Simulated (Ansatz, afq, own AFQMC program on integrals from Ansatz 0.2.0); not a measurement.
# H₂S (triplet): AFQMC on the coupled-cluster ladder at distance H1–H2 along a hydrogen transfer = 0.821 Å, cc-pVTZ

How near does AFQMC come to the top of the ladder for H₂S (triplet)?

The runs use Ansatz 0.2.0, Gaussian basis, and an in-house AFQMC program (afq) on its integrals; all values are calculated; cc-pVTZ, frozen cores.

To be run: PBE (unrestricted); r2SCAN (unrestricted); PBE0 (unrestricted); B3LYP (unrestricted); CCSD(T) on UHF; wB97M-V (unrestricted); B2PLYP (unrestricted); CCSDT(Q) on UHF; Phaseless AFQMC, CISD trial on UHF.

**1. The geometry**

The geometry derives from fragments relaxed apart (PBE0/def2-TZVP) and kept rigid, so it is no stationary point. A hydrogen atom is moved between rigid fragments.

3 atoms, charge 0, spin multiplicity 3.

Atoms are counted from 1 here; the program's logs count them from 0.

Bond lengths: H1–H2 0.821 Å, H2–S3 1.571 Å. Angles: H1–H2–S3 180.0°.

**2. PBE (unrestricted)**

File in.yaml:

```yaml
crystal:
  periodic: [false, false, false]
  atoms:
    - {symbol: H, position_ang: [0.000000, 0.000000, -1.071000]}
    - {symbol: H, position_ang: [0.000000, 0.000000, -0.250000]}
    - {symbol: S, position_ang: [0.000000, 0.000000, 1.321000]}
basis:
  gaussian: {orbitals: cc-pVTZ}
magnetization: {spin_polarized: true, initial_magnetization: 2}
hamiltonian: {xc: {name: PBE}}
output: {orbitals: {seedname: orbitals}}
```

Command:

```bash
ansatz run in.yaml --threads 1 --pin off --events-out ev --progress --plain --max-ram 8192MiB --backend cpu
```

The program printed:

```text
Functional definition: PBE
  name "PBE"
  cite "Perdew, Burke & Ernzerhof, Phys. Rev. Lett. 77, 3865 (1996) doi:10.1103/PhysRevLett.77.3865"
  parent pbe
  parameter kappa = 0.804
  parameter beta = 0.06672455060314922
  exchange = pbe_x(kappa = kappa, mu = beta*pi^2/3)
  correlation = pbe_c(beta = beta)
388 factors; their error is unknown
mean field evaluation 1: about -10859.4165 eV, gradient 8.4e0 eV
mean field evaluation 2: about -10859.5720 eV, gradient 7.2e0 eV
mean field evaluation 4: about -10859.9808 eV, gradient 5.6e-1 eV
mean field evaluation 8: about -10859.9678 eV, gradient 1.1e-2 eV
mean field evaluation 16: about -10858.0285 eV, gradient 8.6e0 eV
mean field evaluation 32: about -10858.7612 eV, gradient 1.3e0 eV
mean field -10859.96776277 eV, -399.0964541311 hartree, gradient 5.4e-6 eV, S^2 2.005935; 5 other end points of the search recorded, 0 dependent functions left out
reference -10859.96778983 eV, -399.0964551257 hartree; 10, 8 occupied and 52, 54 virtual orbitals, 388 factors
Total energy: -10859.96778983 eV, -399.0964551257 hartree
```

Wall time 1.5 s (1 thread of AMD EPYC 7R13 (Zen 3), shared host); peak memory 1.5 GiB.

From the report: ⟨S²⟩ of the determinant 2.006 (pure triplet: 2.00).

**3. r2SCAN (unrestricted)**

in.yaml: that of step 2 with these lines changed.

```diff
@@ -9,3 +9,2 @@
 magnetization: {spin_polarized: true, initial_magnetization: 2}
-hamiltonian: {xc: {name: PBE}}
-output: {orbitals: {seedname: orbitals}}
+hamiltonian: {xc: {name: r2SCAN}}
```

Launched as before.

The program printed:

```text
Functional definition: r2SCAN
  name "r2SCAN"
  cite "Furness, Kaplan, Ning, Perdew & Sun, J. Phys. Chem. Lett. 11, 8208 (2020) doi:10.1021/acs.jpclett.0c02405"
  cite "Furness, Kaplan, Ning, Perdew & Sun, J. Phys. Chem. Lett. 11, 9248 (2020) doi:10.1021/acs.jpclett.0c03077"
  parent r2scan
  parameter k0 = 0.174
  parameter k1 = 0.065
  parameter a1 = 4.9479
  exchange = r2scan_x(k0 = k0, k1 = k1, a1 = a1)
  correlation = r2scan_c
388 factors; their error is unknown
mean field evaluation 1: about -10863.5638 eV, gradient 7.4e0 eV
mean field evaluation 2: about -10863.7805 eV, gradient 5.5e0 eV
mean field evaluation 4: about -10864.0094 eV, gradient 5.1e-1 eV
mean field evaluation 8: about -10863.9939 eV, gradient 1.3e-1 eV
mean field evaluation 16: about -10863.6379 eV, gradient 6.8e0 eV
mean field evaluation 32: about -10862.7480 eV, gradient 1.3e0 eV
mean field -10863.99391777 eV, -399.2444125986 hartree, gradient 1.6e-5 eV, S^2 2.011248; 5 other end points of the search recorded, 0 dependent functions left out
reference -10863.99392652 eV, -399.2444129199 hartree; 10, 8 occupied and 52, 54 virtual orbitals, 388 factors
Total energy: -10863.99392652 eV, -399.2444129199 hartree
```

Wall time 3.1 s (1 thread of AMD EPYC 7R13 (Zen 3), shared host); peak memory 1.5 GiB.

From the report: ⟨S²⟩ of the determinant 2.011 (pure triplet: 2.00).

**4. PBE0 (unrestricted)**

in.yaml: that of step 3 with these lines changed.

```diff
@@ -9,2 +9,3 @@
 magnetization: {spin_polarized: true, initial_magnetization: 2}
-hamiltonian: {xc: {name: r2SCAN}}
+hamiltonian: {xc: {name: PBE0}}
+output: {orbitals: {seedname: orbitals}}
```

The command is unchanged.

The program printed:

```text
Functional definition: PBE0
  name "PBE0"
  cite "Adamo & Barone, J. Chem. Phys. 110, 6158 (1999) doi:10.1063/1.478522"
  cite "Perdew, Burke & Ernzerhof, Phys. Rev. Lett. 77, 3865 (1996) doi:10.1103/PhysRevLett.77.3865"
  parent pbe
  parameter a = 0.25
  parameter kappa = 0.804
  parameter beta = 0.06672455060314922
  exchange = (1 - a)*pbe_x(kappa = kappa, mu = beta*pi^2/3) + a*exact_x
  correlation = pbe_c(beta = beta)
404 factors; their error is unknown
mean field evaluation 1: about -10860.6155 eV, gradient 5.7e0 eV
mean field evaluation 2: about -10860.8120 eV, gradient 2.9e0 eV
mean field evaluation 4: about -10860.8722 eV, gradient 2.8e-1 eV
mean field evaluation 8: about -10860.8851 eV, gradient 7.1e-3 eV
mean field evaluation 16: about -10860.7443 eV, gradient 1.5e0 eV
mean field -10860.88511386 eV, -399.1301661622 hartree, gradient 6.6e-5 eV, S^2 2.010133; 1 other end points of the search recorded, 0 dependent functions left out
reference -10860.88513465 eV, -399.1301669261 hartree; 10, 8 occupied and 52, 54 virtual orbitals, 404 factors
Total energy: -10860.88513465 eV, -399.1301669261 hartree
```

Run time: 0.79 s. Hardware: 1 thread of AMD EPYC 7R13 (Zen 3), shared host; peak memory 1.5 GiB.

From the report: ⟨S²⟩ of the determinant 2.010 (pure triplet: 2.00).

**5. B3LYP (unrestricted)**

in.yaml: that of step 4 with these lines changed.

```diff
@@ -9,3 +9,2 @@
 magnetization: {spin_polarized: true, initial_magnetization: 2}
-hamiltonian: {xc: {name: PBE0}}
-output: {orbitals: {seedname: orbitals}}
+hamiltonian: {xc: {name: B3LYP}}
```

Same command.

The program printed (excerpt; [...] marks lines left out):

```text
Functional definition: B3LYP
  name "B3LYP"
  cite "Stephens, Devlin, Chabalowski & Frisch, J. Phys. Chem. 98, 11623 (1994) doi:10.1021/j100096a001"
  cite "Becke, Phys. Rev. A 38, 3098 (1988) doi:10.1103/PhysRevA.38.3098"
  cite "Lee, Yang & Parr, Phys. Rev. B 37, 785 (1988) doi:10.1103/PhysRevB.37.785"
  cite "Vosko, Wilk & Nusair, Can. J. Phys. 58, 1200 (1980) doi:10.1139/p80-159"
[...]
404 factors; their error is unknown
[...]
mean field -10865.42814041 eV, -399.2971193084 hartree, gradient 4.7e-6 eV, S^2 2.007923; 1 other end points of the search recorded, 0 dependent functions left out
reference -10865.42831437 eV, -399.2971257011 hartree; 10, 8 occupied and 52, 54 virtual orbitals, 404 factors
Total energy: -10865.42831437 eV, -399.2971257011 hartree
```

It took 0.79 s on 1 thread of AMD EPYC 7R13 (Zen 3), shared host; peak memory 1.5 GiB.

From the report: ⟨S²⟩ of the determinant 2.008 (pure triplet: 2.00).

**6. CCSD(T) on UHF**

in.yaml: that of step 5 with these lines changed.

```diff
@@ -9,2 +9,2 @@
 magnetization: {spin_polarized: true, initial_magnetization: 2}
-hamiltonian: {xc: {name: B3LYP}}
+correlation: {method: ccsd_t, electrons: outside_noble_gas, hamiltonian_folder: ham}
```

Command:

```bash
ansatz run in.yaml --threads 1 --pin off --events-out ev --progress --plain --max-ram 24576MiB --backend cuda --devices 0, --max-vram 18GiB
```

The program printed (excerpt; [...] marks lines left out):

```text
Functional definition: HF
  name "HF"
  cite "Fock, Z. Phys. 61, 126 (1930) doi:10.1007/BF01340294"
  parent pbe
[...]
340 factors; integrals over basis functions are off by at most 1.4e-3 eV
[...]
mean field -10846.39324216 eV, -398.5975996998 hartree, gradient 2.6e-6 eV, S^2 2.034258; 8 other end points of the search recorded, 0 dependent functions left out
determinant -10846.39324216 eV, -398.5975996998 hartree, with singles and doubles -10851.65498984 eV, -398.7909653605 hartree
determinant -10845.28773844 eV, -398.5569731876 hartree, with singles and doubles -10850.50525506 eV, -398.7487133869 hartree
5 core orbitals not correlated: weight in the atoms' cores, before any rotation towards them, 1.000 or more for the frozen orbitals, at most 0.000 for the correlated occupied ones
reference -10846.39324216 eV, -398.5975996998 hartree; 5, 3 occupied and 52, 54 virtual orbitals, 340 factors
second order -4.41043170 eV of doubles, -0.00000000 eV of singles
cycle   1  -5.20294058 eV  change   -2.4e-1 eV  update   1.3e-2
[...]
cycle   8  -5.21120503 eV  change    3.1e-6 eV  update   5.7e-6
perturbative correction -0.17732700 eV, -0.0065166472 hartree
Total energy: -10851.78177419 eV, -398.7956245997 hartree
```

Run time: 8.5 s. Hardware: 1 × NVIDIA H100 80GB HBM3 with 1 thread of AMD EPYC 7R13 (Zen 3), shared host; peak host memory 1.5 GiB.

From the report: ⟨S²⟩ of the determinant 2.034 (pure triplet: 2.00); correlation -5.3885 eV; T1 0.014; largest double amplitude 0.06.

This run also writes the integrals to the folder ham.

**7. wB97M-V (unrestricted)**

in.yaml: that of step 6 with these lines changed.

```diff
@@ -9,2 +9,3 @@
 magnetization: {spin_polarized: true, initial_magnetization: 2}
-correlation: {method: ccsd_t, electrons: outside_noble_gas, hamiltonian_folder: ham}
+hamiltonian: {xc: {name: wB97M-V}}
+output: {orbitals: {seedname: orbitals}}
```

Command:

```bash
ansatz run in.yaml --threads 1 --pin off --events-out ev --progress --plain --max-ram 8192MiB --backend cpu
```

The program printed (excerpt; [...] marks lines left out):

```text
Functional definition: wB97M-V
  name "wB97M-V"
  cite "Mardirossian & Head-Gordon, J. Chem. Phys. 144, 214110 (2016) doi:10.1063/1.4952647"
  cite "Becke, J. Chem. Phys. 107, 8554 (1997) doi:10.1063/1.475007"
  cite "Vydrov & Van Voorhis, J. Chem. Phys. 133, 244103 (2010) doi:10.1063/1.3521275"
  # Of w^i u^j: cxij and so on, Table III.
[...]
  gx(w, u) = 1 - cx + cx01*u + cx10*w
  gss(w, u) = css00 + css04*u^4 + css10*w + css20*w^2 + css43*w^4*u^3
  gos(w, u) = cos00 + cos10*w + (cos20 + cos21*u)*w^2 + (cos60 + cos61*u)*w^6
[...]
      + integral(e_c_pw_mod_opposite_spin*gos(b97_w_opposite, b97_u_opposite)) + vv10(b, c)
395 factors; their error is unknown
86 factors; integrals over basis functions are off by at most 5.3e-5 eV
[...]
mean field -10863.72537245 eV, -399.2345437400 hartree, gradient 5.9e-5 eV, S^2 2.006769; 1 other end points of the search recorded, 0 dependent functions left out
reference -10863.72540128 eV, -399.2345447993 hartree; 10, 8 occupied and 52, 54 virtual orbitals, 395 factors
Total energy: -10863.72540128 eV, -399.2345447993 hartree
```

It took 2.8 s on 1 thread of AMD EPYC 7R13 (Zen 3), shared host; peak memory 1.5 GiB.

From the report: ⟨S²⟩ of the determinant 2.007 (pure triplet: 2.00).

**8. B2PLYP (unrestricted)**

in.yaml: that of step 7 with these lines changed.

```diff
@@ -9,3 +9,3 @@
 magnetization: {spin_polarized: true, initial_magnetization: 2}
-hamiltonian: {xc: {name: wB97M-V}}
-output: {orbitals: {seedname: orbitals}}
+hamiltonian: {xc: {name: B2PLYP}}
+correlation: {electrons: outside_noble_gas}
```

Launched as before.

The program printed (excerpt; [...] marks lines left out):

```text
Functional definition: B2PLYP
  name "B2PLYP"
  cite "Grimme, J. Chem. Phys. 124, 034108 (2006) doi:10.1063/1.2148954"
  cite "Becke, Phys. Rev. A 38, 3098 (1988) doi:10.1103/PhysRevA.38.3098"
  cite "Lee, Yang & Parr, Phys. Rev. B 37, 785 (1988) doi:10.1103/PhysRevB.37.785"
[...]
340 factors; integrals over basis functions are off by at most 1.4e-3 eV
[...]
mean field -10859.73217225 eV, -399.0877963393 hartree, gradient 5.1e-6 eV, S^2 2.016309; 2 other end points of the search recorded, 0 dependent functions left out
5 core orbitals not correlated: weight in the atoms' cores, before any rotation towards them, 1.000 or more for the frozen orbitals, at most 0.000 for the correlated occupied ones
reference -10859.73228399 eV, -399.0878004459 hartree; 5, 3 occupied and 52, 54 virtual orbitals, 340 factors
second order -5.47450295 eV of doubles, -0.00000000 eV of singles
Total energy: -10861.21039979 eV, -399.1421201995 hartree
```

It took 1.1 s on 1 thread of AMD EPYC 7R13 (Zen 3), shared host; peak memory 1.5 GiB.

From the report: ⟨S²⟩ of the determinant 2.016 (pure triplet: 2.00).

**9. CCSDT(Q) on UHF**

in.yaml: that of step 8 with these lines changed.

```diff
@@ -9,3 +9,2 @@
 magnetization: {spin_polarized: true, initial_magnetization: 2}
-hamiltonian: {xc: {name: B2PLYP}}
-correlation: {electrons: outside_noble_gas}
+correlation: {method: ccsdt_q, electrons: outside_noble_gas}
```

Command:

```bash
ansatz run in.yaml --threads 1 --pin off --events-out ev --progress --plain --max-ram 24576MiB --backend cuda --devices 0, --max-vram 18GiB
```

The program printed (excerpt; [...] marks lines left out):

```text
Functional definition: HF
  name "HF"
  cite "Fock, Z. Phys. 61, 126 (1930) doi:10.1007/BF01340294"
  parent pbe
[...]
666 factors; integrals over basis functions are off by at most 2.2e-7 eV
[...]
mean field -10846.39324355 eV, -398.5975997509 hartree, gradient 2.6e-6 eV, S^2 2.034258; 8 other end points of the search recorded, 0 dependent functions left out
determinant -10846.39324355 eV, -398.5975997509 hartree, with singles and doubles -10851.65500341 eV, -398.7909658593 hartree
determinant -10845.28773644 eV, -398.5569731142 hartree, with singles and doubles -10850.50526705 eV, -398.7487138274 hartree
5 core orbitals not correlated: weight in the atoms' cores, before any rotation towards them, 1.000 or more for the frozen orbitals, at most 0.000 for the correlated occupied ones
reference -10846.39324355 eV, -398.5975997509 hartree; 5, 3 occupied and 52, 54 virtual orbitals, 666 factors
second order -4.41044995 eV of doubles, -0.00000000 eV of singles
cycle   1  -4.98492212 eV  change   -5.7e-1 eV  update   6.3e-2
[...]
cycle  14  -5.41393394 eV  change    6.3e-8 eV  update   3.7e-7
perturbative correction -0.00607323 eV, -0.0002231872 hartree
Total energy: -10851.81325072 eV, -398.7967813408 hartree
```

Wall time 12 s (1 × NVIDIA H100 80GB HBM3 with 1 thread of AMD EPYC 7R13 (Zen 3), shared host); peak host memory 1.5 GiB.

From the report: ⟨S²⟩ of the determinant 2.034 (pure triplet: 2.00); correlation -5.4200 eV; T1 0.014; largest double amplitude 0.06.

**10. Phaseless AFQMC, CISD trial on UHF**

It reads the integrals that the CCSD(T) run on this determinant wrote.

Command:

```bash
afq ham --method phaseless --trial cisd --walkers 4000 --populations 20 --least-time 60 --time-step 0.005 --steps-per-block 50 --equilibration-blocks 28 --max-blocks 4000 --target-error 0.00017 --factor-cut 1e-05 --start spin_pure --seed 5448 --release-times 0.24,0.51,0.99,1.62,2.4 --release-step 0.03 --release-every 3 --taylor-order 6
```

The program printed:

```text
orbitals 57  electrons 5 3  factors 334 of 340
reference energy -398.59759970 Eh
CCSD correlation -0.19150813 Eh in 10 cycles, weight of the determinant in the CISD state 0.9090
energy of the start -398.788233 Eh
 block  time / (1/Eh)  mean weight  energy / Eh
     1     0.250  1.0001  -398.787705
     2     0.500  0.9998  -398.789607
     3     0.750  0.9999  -398.791586
     4     1.000  1.0000  -398.792792
     5     1.250  1.0002  -398.793992
     6     1.500  0.9996  -398.794345
     7     1.750  1.0000  -398.795333
     8     2.000  1.0000  -398.795572
     9     2.250  0.9997  -398.795743
    10     2.500  0.9998  -398.796004
    11     2.750  0.9999  -398.796183
    12     3.000  1.0001  -398.795856
    13     3.250  0.9999  -398.796122
    14     3.500  1.0003  -398.796027
    15     3.750  1.0002  -398.796119
    16     4.000  1.0000  -398.796646
    17     4.250  1.0003  -398.796209
    18     4.500  0.9999  -398.795958
    19     4.750  0.9999  -398.796120
    20     5.000  0.9998  -398.796036
    21     5.250  0.9999  -398.796496
    22     5.500  1.0000  -398.796213
    23     5.750  1.0001  -398.796342
    24     6.000  0.9995  -398.796378
    25     6.250  0.9999  -398.796630
    26     6.500  1.0002  -398.796326
    27     6.750  0.9999  -398.796508
    28     7.000  0.9997  -398.796208
    29     7.250  0.9997  -398.796909
    30     7.500  1.0002  -398.796044
    31     7.750  0.9998  -398.796333
    32     8.000  0.9999  -398.796613
    33     8.250  0.9998  -398.797008
    34     8.500  1.0002  -398.796524
    35     8.750  0.9998  -398.796416
    36     9.000  1.0000  -398.796281
    37     9.250  1.0002  -398.796590
    38     9.500  0.9999  -398.796555
    39     9.750  1.0002  -398.796707
    40    10.000  1.0000  -398.796757
    41    10.250  0.9994  -398.796639
    42    10.500  0.9999  -398.796231
    43    10.750  1.0002  -398.796049
    44    11.000  1.0002  -398.796099
    45    11.250  1.0000  -398.796497
    46    11.500  1.0000  -398.796466
    47    11.750  0.9998  -398.796045
    48    12.000  1.0000  -398.795949
    49    12.250  0.9999  -398.795828
    50    12.500  1.0000  -398.795846
    51    12.750  0.9999  -398.796567
    52    13.000  1.0001  -398.796173
    53    13.250  0.9999  -398.796408
    54    13.500  0.9999  -398.796521
    55    13.750  1.0001  -398.796538
    56    14.000  1.0002  -398.796780
    57    14.250  1.0002  -398.796536
    58    14.500  1.0000  -398.796300
    59    14.750  0.9999  -398.796479
    60    15.000  0.9999  -398.796686
    61    15.250  1.0001  -398.796329
    62    15.500  0.9996  -398.796051
    63    15.750  0.9993  -398.796232
    64    16.000  0.9999  -398.796377
    65    16.250  0.9996  -398.796298
    66    16.500  1.0000  -398.796516
    67    16.750  0.9999  -398.796462
    68    17.000  0.9999  -398.796254
    69    17.250  0.9999  -398.796160
    70    17.500  1.0002  -398.796184
    71    17.750  1.0001  -398.796428
    72    18.000  0.9999  -398.796520
    73    18.250  1.0001  -398.795831
    74    18.500  0.9999  -398.795629
    75    18.750  1.0002  -398.795973
    76    19.000  1.0005  -398.795673
    77    19.250  1.0001  -398.795966
    78    19.500  1.0003  -398.796172
error from the spread of 20 populations
released: time / (1/Eh)  energy / Eh  error  mean overlap
  0.24  -398.796532  0.000058  0.9967
  0.51  -398.796559  0.000055  0.9986
  0.99  -398.796721  0.000063  0.9955
  1.62  -398.796855  0.000082  0.9916
  2.40  -398.796747  0.000097  0.9871
energy -398.796329 +/- 0.000073 Eh
```

Run time: 99 s. Hardware: 1 × NVIDIA H100 80GB HBM3 with 2 threads of AMD EPYC 7R13 (Zen 3), shared host; peak host memory 1.6 GiB.

Energy -10851.8009 ± 0.0020 eV. Caveats: constraint bias not in the error.

**11. AFQMC on the ladder**

On the UHF determinant, counted from CCSDT(Q) (a yardstick, not exact):

```csv
level,energy (eV),from CCSDT(Q) (meV),statistical error (meV),time
HF,-10846.3932,+5420.0,,
MP2,-10850.8037,+1009.6,,
CCSD,-10851.6044,+208.8,,
CCSD(T),-10851.7818,+31.5,,
CCSDT(Q),-10851.8133,0.0,,
"Phaseless AFQMC, CISD trial, step 0.005, 4000 walkers",-10851.8009,+12.3,2.0,99 s
```

The functionals' totals stand on their own zeros and serve differences with other points: PBE -10859.968 eV; r2SCAN -10863.994 eV; PBE0 -10860.885 eV; B3LYP -10865.428 eV; wB97M-V -10863.725 eV; B2PLYP -10861.210 eV.

**12. Summary of results**

```
                                        quantity            value
                    CCSD(T) on UHF from CCSDT(Q)        +31.5 meV
Phaseless AFQMC, CISD trial on UHF from CCSDT(Q)  +12.3 ± 2.0 meV
```

On UHF the phaseless walk with the CISD trial lies +12.3 meV from CCSDT(Q), 6 times its error bar. Error bars are statistical and leave out the constraint, the time step and what remains of the start.
